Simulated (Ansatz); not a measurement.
# BSi2H+ (doublet): wave-function methods side by side, cc-pVDZ

The task here is to estimate one member of a computed series from the others.

Computed with Ansatz 0.2.0, Gaussian basis. Level: cc-pVDZ, core rule «outside noble gas», up to 11 orbitals frozen.

The runs, in order: UHF; CCSD(T) on ROHF; CCSD(T) on UHF; BCCD(T) on ROHF; CISD as a restricted active space (open shells left free, so some higher excitations enter); CCSDT(Q) on ROHF; CCSDT(Q) on UHF; CASSCF and MRCISD+Q, 9 electrons in 9 orbitals; CASSCF and NEVPT4(SD), 9 electrons in 9 orbitals; CASSCF and NEVPT2, 9 electrons in 9 orbitals.

27 further runs of the same task are left out: 13 that didn't finish, 14 set aside as unsound or not needed. Runs told in other sessions of the task aren't counted.

## What is computed

The geometry is a PBE0/def2-TZVP stationary point (not a proven minimum) of the parent state, kept for this charge and spin.

4 atoms, charge 1, spin multiplicity 2.

Atoms are counted from 1 here; the program's logs count them from 0.

Bond lengths: Si1–B2 1.909 Å, B2–Si3 1.964 Å, Si3–H4 1.525 Å. Angles: Si1–B2–Si3 174.3°, B2–Si3–H4 91.9°.

As a file:

```xyz
4
charge 1, multiplicity 2
Si    0.00000   -0.01743    1.96029
B     0.00000   -0.05943    0.05218
Si    0.00000    0.09142   -1.90593
H     0.00000   -1.42418   -2.07441
```

The first run:

Input file in.yaml:

```yaml
crystal:
  periodic: [false, false, false]
  atoms:
    - {symbol: Si, position_ang: [0.000000, -0.017428, 1.960295]}
    - {symbol: B, position_ang: [0.000000, -0.059434, 0.052180]}
    - {symbol: Si, position_ang: [0.000000, 0.091418, -1.905934]}
    - {symbol: H, position_ang: [0.000000, -1.424182, -2.074406]}
basis:
  gaussian: {orbitals: cc-pVDZ}
total_charge: 1
magnetization: {spin_polarized: true, initial_magnetization: 1}
hamiltonian: {xc: hf}
output: {orbitals: {seedname: orbitals}}
```

Run with:

```bash
$ ansatz run in.yaml --threads 1 --pin off --events-out ev --progress --plain --max-ram 2393MiB
```

Among the steps run: UHF; CCSD(T) on ROHF; CCSD(T) on UHF; BCCD(T) on ROHF; CISD as a restricted active space (open shells left free, so some higher excitations enter); CCSDT(Q) on ROHF; CCSDT(Q) on UHF; CASSCF and MRCISD+Q, 9 electrons in 9 orbitals; CASSCF and NEVPT4(SD), 9 electrons in 9 orbitals; CASSCF and NEVPT2, 9 electrons in 9 orbitals.

One of the session's tables, all rows but one given; the rest of the session is left out.

```
           method  from RCCSDT(Q) (meV)
             ROHF               +7109.2
              UHF               +6774.0
             RMP2               +1922.5
             UMP2               +2116.9
             CISD               +1240.5
            RCCSD                +448.3
            UCCSD                +501.6
         RCCSD(T)                +128.2
         UCCSD(T)                +183.7
          BCCD(T)                +132.4
           RCCSDT                 +38.1
           UCCSDT                 +53.9
        RCCSDT(Q)                     0
        UCCSDT(Q)                     ?
  CASSCF frontier               +5204.5
  MRCISD frontier                +690.8
MRCISD+Q frontier                +126.7
```

Estimate the missing values for UCCSDT(Q).

As computed: from RCCSDT(Q) (meV): -1.5. In the column «from RCCSDT(Q) (meV)» it is the lowest.

Not comparable, so not listed: CASSCF and NEVPT4(SD), 9 electrons in 9 orbitals; CASSCF and NEVPT2, 9 electrons in 9 orbitals (they don't share determinant, frozen orbitals or solution with the rows shown, or repeat one).

To keep in mind: The determinant of HF (⟨S²⟩ 1.71) is far from a pure spin state, so its energy mixes those of several spin states; that is harmless only where they are near-degenerate. The determinant of CCSD(T) (⟨S²⟩ 1.71) is far from a pure spin state, so its energy mixes those of several spin states; high orders of coupled cluster remove much of that, low ones don't. The determinant of CCSDT(Q) (⟨S²⟩ 1.71) is far from a pure spin state, so its energy mixes those of several spin states; high orders of coupled cluster remove much of that, low ones don't. Warnings: spin contamination; large T1 diagnostic. Restricted and unrestricted rows rest on different reference determinants; a gap between their highest levels can come from leftover correlation error, from unlike frozen cores or from another state. Warnings in the runs' records: passed over end.
